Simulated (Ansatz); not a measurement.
Run this with the Ansatz DFT code, driven from Python and show what comes out.

`np_run.py`
```python
"""Scalar relativity in NP(+)."""

import ansatz
import numpy as np

FUNCTIONAL = "b3lyp"
VDW = "d4"
NET_CHARGE = 1

GEOMETRY = """
P     0.00000    0.00000    0.00000
N     0.00000    0.00000    1.82000
"""


def main() -> None:
    mol = ansatz.Crystal.molecule()
    for line in GEOMETRY.strip().splitlines():
        symbol, *xyz = line.split()
        mol = mol.atom(symbol, [float(v) for v in xyz])

    model = (
        mol.calculation()
        .functional(FUNCTIONAL, dispersion=VDW)
        .charge(NET_CHARGE)
        .spin("collinear", total=1)
        .forces()
    )
    # a set contracted for a scalar-relativistic Hamiltonian goes with the relativistic run
    sets = {"none": "cc-pVTZ", "scalar": "cc-pVTZ-DK"}
    found = {kind: model.basis(gaussian=basis).pseudopotentials(relativity=kind).run().report for kind, basis in sets.items()}
    for kind, each in found.items():
        dipole = 4.803205 * np.linalg.norm(each["charge_distribution"]["dipole_moment_e_ang"])
        print(f"{kind:7s} E = {each['free_energy_ev']:.4f} eV  dipole {dipole:.3f} D  largest force {np.abs(each['forces_ev_ang']).max():.4f} eV/A")
    print(f"relativity lowers the total energy by {found['none']['free_energy_ev'] - found['scalar']['free_energy_ev']:.3f} eV")


if __name__ == "__main__":
    main()
```

```console
$ python np_run.py
none    E = -10765.8344 eV  dipole 2.457 D  largest force 5.4255 eV/A
scalar  E = -10789.0463 eV  dipole 2.466 D  largest force 5.4075 eV/A
relativity lowers the total energy by 23.212 eV
```

Caveats:
- Total energies depend on the basis set; only differences at equal settings carry meaning.
- The geometry is a force-field or estimated start, not a minimum of this method. The basis set changes with the Hamiltonian (a set recontracted for scalar relativity), and most of the change in the total lies in the cores.
- The species is open-shell (spin multiplicity 2).
- The expectation value of S² is noticeably off S(S+1) in at least one run, so that state is spin-contaminated.
- An ion's dipole depends on the origin; the program takes it about the centre of nuclear charge.
- b3lyp holds the VWN-RPA fit, as in Gaussian; the form of ORCA and Turbomole is b3lyp5.
- The spin state was assumed, and another may lie lower.
- Run time: 14 s on 1 thread of Intel(R) Xeon(R) Platinum 8488C (Sapphire Rapids), on a shared host, peak memory 0.21 GiB.
